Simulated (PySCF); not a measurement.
H4N2, SMILES NN (connectivity only; charge and spin as stated), charge +1, multiplicity 2.

Coordinates come from a ωB97X-D3(BJ)/def2-TZVP optimisation. The multiplicity is an assumed one; other spin states were not compared.

All values below come from ωB97X-D3(BJ)/def2-TZVP in PySCF.

Harmonic, unscaled wavenumbers; measured fundamentals usually lie a few per cent lower.

Computed vibrational spectrum:
| mode | ν (cm⁻¹) | IR (km/mol) | moving atoms (share of kinetic energy) |
|---|---|---|---|
| 1 | 51 | 0.0 | H 69 %, N 31 % |
| 2 | 448 | 474.4 | H 87 %, N 13 % |
| 3 | 573 | 0.0 | H 100 % |
| 4 | 1036 | 14.4 | H 97 % |
| 5 | 1405 | 0.0 | H 69 %, N 31 % |
| 6 | 1459 | 0.0 | N 69 %, H 31 % |
| 7 | 1628 | 123.2 | H 91 %, N 9 % |
| 8 | 1719 | 0.0 | H 74 %, N 26 % |
| 9 | 3535 | 292.8 | H 97 % |
| 10 | 3559 | 0.0 | H 95 % |
| 11 | 3667 | 0.0 | H 89 %, N 11 % |
| 12 | 3684 | 408.1 | H 90 %, N 10 % |
